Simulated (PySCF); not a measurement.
B3LYP has the VWN-RPA correlation part, as in Gaussian. Delta-SCF ions had no search for a lower state. Excitations are Tamm–Dancoff values on a coarser integration grid. The basis has no diffuse functions, so Rydberg states are missing or too high.

Z-matrix (Å, degrees):
```
Si
H 1 1.4832
H 1 1.4832 2 108.64
H 1 1.4832 2 108.64 3 -118.01
Si 1 2.3445 2 110.29 3 121.00
H 5 1.4832 1 110.30 2 60.00
H 5 1.4832 6 108.64 1 121.00
H 5 1.4832 6 108.64 7 118.01
```
Charge 0, multiplicity 1.

**Question.** What T1 excitation (TDA), vertical ionisation energy (Delta-SCF) and S1 oscillator strength does B3LYP-D3(BJ)/def2-TZVP in PySCF give?

**Answer.** 
The T1 excitation (TDA) is 6.40 eV and the vertical ionisation energy (Delta-SCF) comes out as 10.52 eV. The S1 oscillator strength is 0.025.
